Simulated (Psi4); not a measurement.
**CH3B (SMILES B[CH]) at TD-BOP/6-31++G(d,p) (density fitting, Cartesian functions, tdscf states 6)**

Aim: the vertical excitations of CH3B. 

Program for the calculation: Psi4 1.11.

### Step 1. Starting point

CH3B has 5 atoms, charge 0, and is taken as a triplet. SMILES: `B[CH]`. The coordinates come from a GFN2-xTB relaxation. This is one conformer, not always the lowest.

Bond lengths: B1–C2 1.463 Å, B1–H3 1.182 Å, B1–H4 1.174 Å, C2–H5 1.068 Å. Angles: B1–C2–H5 150.8°, C2–B1–H3 120.4°, C2–B1–H4 121.9°, H3–B1–H4 117.7°.

### Step 2. The vertical excitations at TD-BOP/6-31++G(d,p) (density fitting, Cartesian functions, tdscf states 6)

Contents of ch3b.inp:

```
memory 1.6 GB

molecule mol {
  0 3
  B     -0.352450    -0.401400    -0.071360
  C      0.507540     0.779550    -0.141970
  H     -0.308550    -1.118250     0.866820
  H     -1.104620    -0.672740    -0.931370
  H      1.258080     1.412850     0.277880
  symmetry c1
}

set basis 6-31++G**
set reference uks
set scf_type df
set tdscf_states 6
set tdscf_tda false
set dft_nuclear_scheme treutler

energy_value, wavefunction = energy("td-bop", return_wfn=True)
```

Started as:

```console
psi4 ch3b.inp ch3b.out -n 1
```

**Question.** What will come out? Wanted: ground-state or mean-field energy; dipole moment; HOMO energy; LUMO energy; ⟨S²⟩ of the reference determinant; lowest excitation energy.

Answer, from the run:

Level: TD-BOP/6-31++G** (density fitting, Cartesian functions, tdscf states 6).

```
                                                   quantity         value
                          ground-state or mean-field energy  -64.57730 Eh
                      dipole moment (BOP Kohn–Sham density)        1.01 D
HOMO energy (BOP Kohn–Sham orbitals) (highest over α and β)      -5.20 eV
 LUMO energy (BOP Kohn–Sham orbitals) (lowest over α and β)      -4.83 eV
                          ⟨S²⟩ of the reference determinant         2.004
                                   lowest excitation energy       3.36 eV
```

**Reading.** The brightest of the 6 transitions from the ground state lies at 5.75 eV (216 nm, f = 0.012); the lowest, at 3.36 eV, has f = 0.000. Roots above 5.2 eV lie over the negative of the HOMO energy, where those of Rydberg kind are poorly described; valence roots are less touched.
